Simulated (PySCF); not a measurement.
# H3PO (SMILES O=[PH3]) at MP2/STO-3G

Aim: the vertical ionisation energy of H3PO at MP2/STO-3G, from 2 runs. 

Program for the calculation: PySCF 2.14.0.

8 further runs of the same task are left out: 8 set aside as unsound or not needed.

## 1. Starting point

H3PO: 5 atoms, total charge 0, spin state singlet. As SMILES, `O=[PH3]`. The shape is that of a GFN2-xTB optimisation.

Bond lengths: O1–P2 1.453 Å, P2–H3 1.388 Å, P2–H4 1.387 Å, P2–H5 1.387 Å. Angles: O1–P2–H3 115.2°, O1–P2–H4 115.3°, O1–P2–H5 115.2°, H3–P2–H4 103.2°, H3–P2–H5 103.0°, H4–P2–H5 103.2°.

## 2. The energy at MP2/STO-3G

Contents of job.py:

```python
from pyscf import gto, scf, mp

mol = gto.M(
    atom='''
O     -1.381960    -0.328270     0.532950
P     -0.058510    -0.014650     0.022530
H      0.807060     0.564860     0.939400
H      0.663660    -1.098320    -0.454890
H     -0.030250     0.876380    -1.039990
''',
    spin=0,
    max_memory=1860,
    charge=0,
    verbose=4,
    basis='sto-3g',
)

hf = scf.RHF(mol)
hf.conv_tol = 1e-10
hf.kernel()
if not hf.converged:
    hf = hf.newton().run(hf.mo_coeff, hf.mo_occ)

pt = mp.MP2(hf, frozen=6).run()
energy = pt.e_tot
print('E = %.10f Eh' % energy)
```

Command:

```console
$ OMP_NUM_THREADS=1 python job.py
```

The log of the run:

```text
PySCF version 2.14.0

[INPUT] num. atoms = 5
[INPUT] num. electrons = 26
[INPUT] charge = 0
[INPUT] spin (= nelec alpha-beta = 2S) = 0
[INPUT] symmetry False subgroup None
[INPUT] Mole.unit = angstrom
[INPUT] Symbol           X                Y                Z      unit          X                Y                Z       unit  Magmom
[INPUT]  1 O     -1.381960000000  -0.328270000000   0.532950000000 AA   -2.611525915104  -0.620340394911   1.007129538087 Bohr   0.0
[INPUT]  2 P     -0.058510000000  -0.014650000000   0.022530000000 AA   -0.110567875548  -0.027684487725   0.042575529586 Bohr   0.0
[INPUT]  3 H      0.807060000000   0.564860000000   0.939400000000 AA    1.525122366091   1.067430698722   1.775208721416 Bohr   0.0
[INPUT]  4 H      0.663660000000  -1.098320000000  -0.454890000000 AA    1.254135639829  -2.075523997132  -0.859617516803 Bohr   0.0
[INPUT]  5 H     -0.030250000000   0.876380000000  -1.039990000000 AA   -0.057164215268   1.656118181046  -1.965296272286 Bohr   0.0

nuclear repulsion = 66.9030014571881
number of shells = 11
number of NR pGTOs = 51
number of NR cGTOs = 17
basis = sto-3g
ecp = {}

******** <class 'pyscf.scf.hf.RHF'> ********
method = RHF
initial guess = minao
damping factor = 0
level_shift factor = 0
DIIS = <class 'pyscf.scf.diis.CDIIS'>
diis_start_cycle = 1
diis_space = 8
diis_damp = 0
SCF conv_tol = 1e-10
SCF conv_tol_grad = None
SCF max_cycles = 50
direct_scf = True
direct_scf_tol = 1e-13
Set gradient conv threshold to 1e-05
Initial guess from minao.
init E= -412.518084126619
  HOMO = -0.35268705010055  LUMO = 0.345321144915816  gap/eV = 18.99377
cycle= 1 E= -412.17469271069  delta_E= 0.343  |g|= 0.581  |ddm|=  2.6
  HOMO = -0.0495076857192367  LUMO = 0.412522055813678  gap/eV = 12.57247
cycle= 2 E= -412.278900444313  delta_E= -0.104  |g|= 0.386  |ddm|= 1.81
  HOMO = -0.231553807358222  LUMO = 0.474763057281589  gap/eV = 19.21986
cycle= 3 E= -412.329869415654  delta_E= -0.051  |g|= 0.0416  |ddm|= 0.672
  HOMO = -0.250251029796046  LUMO = 0.480771591849799  gap/eV = 19.89214
cycle= 4 E= -412.331346348562  delta_E= -0.00148  |g|= 0.0105  |ddm|= 0.15
  HOMO = -0.246107888474122  LUMO = 0.479937637434583  gap/eV = 19.75671
cycle= 5 E= -412.331459307512  delta_E= -0.000113  |g|= 0.00103  |ddm|= 0.0537
  HOMO = -0.245980260925843  LUMO = 0.480005207404166  gap/eV = 19.75507
cycle= 6 E= -412.331460041525  delta_E= -7.34e-07  |g|= 0.000118  |ddm|= 0.00445
  HOMO = -0.246105971278617  LUMO = 0.479987411352412  gap/eV = 19.75801
cycle= 7 E= -412.331460051507  delta_E= -9.98e-09  |g|= 1.91e-05  |ddm|= 0.00044
  HOMO = -0.246102501492784  LUMO = 0.479986577728125  gap/eV = 19.75789
cycle= 8 E= -412.3314600518  delta_E= -2.93e-10  |g|= 1.4e-06  |ddm|= 8.75e-05
  HOMO = -0.246102261119244  LUMO = 0.479986896049192  gap/eV = 19.75789
cycle= 9 E= -412.3314600518  delta_E=    0  |g|= 1.83e-07  |ddm|= 3.69e-06
  HOMO = -0.246102355048055  LUMO = 0.479986899006474  gap/eV = 19.75789
Extra cycle  E= -412.3314600518  delta_E=    0  |g|= 8.29e-08  |ddm|= 5.07e-07
converged SCF energy = -412.3314600518

******** <class 'pyscf.mp.mp2.RMP2'> ********
nocc = 7, nmo = 11
frozen orbitals 6
E(RMP2) = -412.418065831657  E_corr = -0.0866057798569748
E(SCS-RMP2) = -412.422936808817  E_corr = -0.0914767570166424
E_corr(same-spin) = -0.0143655909366085
E_corr(oppo-spin) = -0.0722401889203663
E = -412.4180658317 Eh
```

It took 0.79 s on 1 thread of Arm Neoverse V2, shared host; peak memory 0.11 GiB.

## 3. The doublet cation at the same level

Contents of geometry.xyz:

```xyz
5
H3OP
O     -1.381960    -0.328270     0.532950
P     -0.058510    -0.014650     0.022530
H      0.807060     0.564860     0.939400
H      0.663660    -1.098320    -0.454890
H     -0.030250     0.876380    -1.039990
```

Contents of input.py:

```python
from pyscf import gto, scf, mp

mol = gto.M(
    atom='geometry.xyz',
    verbose=4,
    basis='sto-3g',
    spin=1,
    max_memory=1860,
    charge=1,
)

calc0 = scf.UHF(mol)
calc0.conv_tol = 1e-10
calc0.kernel()
if not calc0.converged:
    calc0 = calc0.newton().run(calc0.mo_coeff, calc0.mo_occ)

pt = mp.MP2(calc0, frozen=6).run()
energy = pt.e_tot
print('Final energy', energy)
```

Command:

```console
$ OMP_NUM_THREADS=1 python input.py
```

The log of the run:

```text
PySCF version 2.14.0

[... 39 lines left out ...]
WARN: beta  nocc = 12  HOMO -0.353009489599239 >= LUMO -0.35268705010055
[... 79 lines left out ...]
SCF not converged.
SCF energy = -412.180638612359 after 50 cycles  <S^2> = 0.75695569  2S+1 = 2.0069436
[... 42 lines left out ...]
converged SCF energy = -412.180638612363  <S^2> = 0.75695569  2S+1 = 2.0069436
[... 1 line left out ...]
******** <class 'pyscf.mp.ump2.UMP2'> ********
nocc = (np.int64(7), np.int64(6)), nmo = (11, 11)
frozen orbitals 6
E(UMP2) = -412.238987248708  E_corr = -0.0583486363445293
E(SCS-UMP2) = -412.246149840052  E_corr = -0.0655112276881697
E_corr(same-spin) = -0.00520054145222932
E_corr(oppo-spin) = -0.0531480948922999
Final energy -412.23898724870793
```

Wall time 0.97 s (1 thread of Arm Neoverse V2, shared host); peak memory 0.11 GiB.

## 4. What came out

Level: MP2/STO-3G, 6 core orbitals frozen.

| quantity | value |
| --- | --- |
| singlet H3PO: total energy | -412.41807 Eh |
| singlet H3PO: dipole moment (Hartree–Fock density) | 3.60 D |
| singlet H3PO: HOMO energy (Hartree–Fock orbitals) | -6.70 eV |
| singlet H3PO: LUMO energy (Hartree–Fock orbitals) | 13.06 eV |
| singlet H3PO: HOMO–LUMO gap (Hartree–Fock orbitals) | 19.76 eV |
| singlet H3PO: correlation energy (6 core orbitals frozen) | -86.6 mEh |
| doublet cation: total energy | -412.23899 Eh |
| doublet cation: HOMO energy (Hartree–Fock orbitals) (highest over α and β) | -18.64 eV |
| doublet cation: LUMO energy (Hartree–Fock orbitals) (lowest over α and β) | -2.12 eV |
| doublet cation: correlation energy (6 core orbitals frozen) | -58.3 mEh |
| doublet cation: ⟨S²⟩ of the reference determinant | 0.757 |
| vertical ionisation energy (to the doublet cation) | 4.873 eV |

What this shows: The vertical ionisation energy comes to 4.87 eV (112 kcal/mol). In a minimal basis such a difference can be off by several eV, whatever the method. Mulliken charges (singlet H3PO) of the mean-field density run from -0.61 on O1 to +0.93 on P2; they depend strongly on the basis.
